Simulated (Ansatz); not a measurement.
Molecule: C5H4N, net charge 0, doublet state. It need not be the lowest isomer of its formula. SMILES: c1ccnc[c]1
Structure (B3LYP-D3(BJ)/def2-TZVP (Ansatz, a first-principles code) minimum search):
```
C
H 1 1.0828
C 1 1.3911 2 120.66
N 3 1.3313 1 123.94 2 -180.00
C 4 1.3420 3 118.57 1 0.00
C 5 1.3736 4 119.38 3 0.00
C 6 1.3690 5 123.95 4 0.00
H 5 1.0828 4 117.21 3 -180.00
H 7 1.0831 6 122.66 5 180.00
H 3 1.0846 4 115.91 5 -180.00
```
Charge 0, spin multiplicity 2.

Wanted: atomisation energy (electronic, to ground-state atoms), in kcal/mol. Valence correlation only, unless marked. UHF or UKS for open shells. Spin-orbit coupling is left out. Non-relativistic. The coupled-cluster limit lacks core correlation, which all-electron functionals hold. CBS marks a two-point X^-3 extrapolation of the correlation energy; Hartree-Fock from the larger set. [CCSD(T)-MP2]/basis is that difference in the basis named.

```
level                                                     program  atomisation energy (kcal/mol)
-------------------------------------------------  --------------  -----------------------------
PBE-D3(BJ)/def2-TZVPD                              Ansatz + dftd3                         1176.7
B3LYP-D4/def2-TZVPD                                Ansatz + dftd4                         1126.3
r2SCAN0/def2-TZVPD                                         Ansatz                         1106.6
HSE06/def2-TZVPD                                           Ansatz                         1140.9
LC-wPBE-D4/def2-TZVPD                              Ansatz + dftd4                         1131.3
wB97M-V/def2-TZVPD                                         Ansatz                         1121.7
B2GP-PLYP-D4/def2-TZVPD                            Ansatz + dftd4                         1109.9
RI-MP2/cc-pVQZ                                             Ansatz                         1109.7
CCSD/cc-pVDZ                                               Ansatz                         1002.4
RI-MP2/CBS(cc-pVTZ,cc-pVQZ)+[CCSD(T)-MP2]/cc-pVDZ          Ansatz                         1109.6
```

The UHF reference is spin-contaminated (<S^2> 0.62 over the pure value in the largest basis). The T1 diagnostic of CCSD in the largest basis is 0.048, which is high, so the coupled-cluster rows are less sure than usual.
